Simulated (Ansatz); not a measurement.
Eight cases of atomisation energy with Al to Br (electronic energies, kcal/mol), geometries: B3LYP-D3(BJ)/def2-TZVP. Functionals by Ansatz (a quantum-chemistry and plane-wave program) in def2-TZVPD; columns hold the difference against the high level (Ansatz, AFQMC by cisd_afqmc): A = CCSD(T)/CBS(cc-pV(Q+d)Z,cc-pV(5+d)Z) + [CCSDT(Q) - CCSD(T)]/cc-pV(D+d)Z + core + X2C; B = CCSD(T)/CBS(cc-pV(Q+d)Z,cc-pV(5+d)Z) + [CCSDT(Q) - CCSD(T)]/cc-pV(Q+d)Z + [CCSDTQ - CCSDT(Q)]/cc-pV(D+d)Z + core + X2C; C = CCSD(T)/CBS(cc-pV(Q+d)Z,cc-pV(5+d)Z) + [CCSDT(Q) - CCSD(T)]/cc-pV(T+d)Z + [CCSDTQ - CCSDT(Q)]/cc-pV(D+d)Z + core + X2C; D = CCSD(T)/CBS(cc-pV(Q+d)Z,cc-pV(5+d)Z) + [CCSDT(Q) - CCSD(T)]/cc-pV(T+d)Z + core + X2C; E = CCSD(T)/CBS(cc-pV(T+d)Z,cc-pV(Q+d)Z) + [CCSDT(Q) - CCSD(T)]/cc-pV(D+d)Z + core + X2C. The cases were drawn at random from those of this class that have a high level and all functionals, leaving out states under which another spin lies or may lie. Left out are anions, K, Ca, elements past Kr, ionisation of Li, Na and Mg, pi-pi* triplets of linear molecules and other triplets made from a closed-shell parent. Runs that doubt their state, and full CI more than 15 mEh from coupled cluster, are set aside; a case stays where another high level and all functionals remain. AFQMC serves as high level only in triple zeta or larger, with a steady walk, a bar under 0.8 kcal/mol and agreement with other high levels or trials where they ran; where none ran, an unstable determinant or (outside 3d species) a high T1 diagnostic also bars it, so strongly correlated cases are thinned. No case was kept or dropped by the size of a functional's miss. Each difference is the functional minus the high level; affinities count positive where energy is released, gaps as the second state minus the first. Open shells are spin-unrestricted; no spin-orbit coupling. CBS(X,Y): correlation extrapolated as X^-3, Hartree-Fock from the larger set (Q,5: extrapolated as (X+1)exp(-9√X)). A bracket is a step between two methods taken in the basis named. Functionals run without relativity, which enters their misses. Double hybrids freeze cores in their MP2 part. '+ core + X2C': CCSD(T) terms for core correlation (cc-pwCVTZ, 1s frozen past Ne) and scalar relativity (cc-pVTZ-DK). Where a partner has so few electrons that a lower coupled-cluster level is exact, that level stands in. The restricted determinant of HClSi ([SiH]Cl, singlet) is unstable towards broken spin symmetry in at least one set run. The UHF reference of NS ([N]=S, doublet) is spin-contaminated (<S^2> up to 0.24 over the pure value in the sets run).

| case | level | value | PBE | B2PLYP | CAM-B3LYP |
|---|---|---|---|---|---|
| C2H4Cl2 (1,1-dichloroethane, SMILES CC(Cl)Cl) | E | 671.3 | 11.2 | -13.3 | -7.7 |
| ClF (SMILES ClF) | B | 62.8 | 9.1 | -3.2 | -2.1 |
| AlH2Cl (SMILES [AlH2][Cl]) | C | 247.8 | -7.7 | -5.6 | -3.2 |
| AlF3 (SMILES [Al]([F])([F])[F]) | A | 429.8 | -5.3 | -9.0 | -7.5 |
| CHCl2 (SMILES [CH](Cl)Cl, doublet) | A | 269.2 | 14.6 | -5.6 | -3.7 |
| SiHCl (SMILES [SiH]Cl) | B | 179.7 | -1.3 | -5.0 | -4.3 |
| BCl2 (SMILES Cl[B]Cl, doublet) | D | 204.6 | 12.5 | -2.0 | -2.9 |
| NS (SMILES [N]=S, doublet) | B | 114.6 | 14.2 | -1.1 | -2.7 |

Over these rows, PBE: mean +5.9, mean absolute 9.5, median absolute 10.2, largest +14.6; B2PLYP: mean -5.6, mean absolute 5.6, median absolute 5.3, largest -13.3; CAM-B3LYP: mean -4.3, mean absolute 4.3, median absolute 3.5, largest -7.7 kcal/mol. PBE lies above in 5 and below in 3 of the eight.
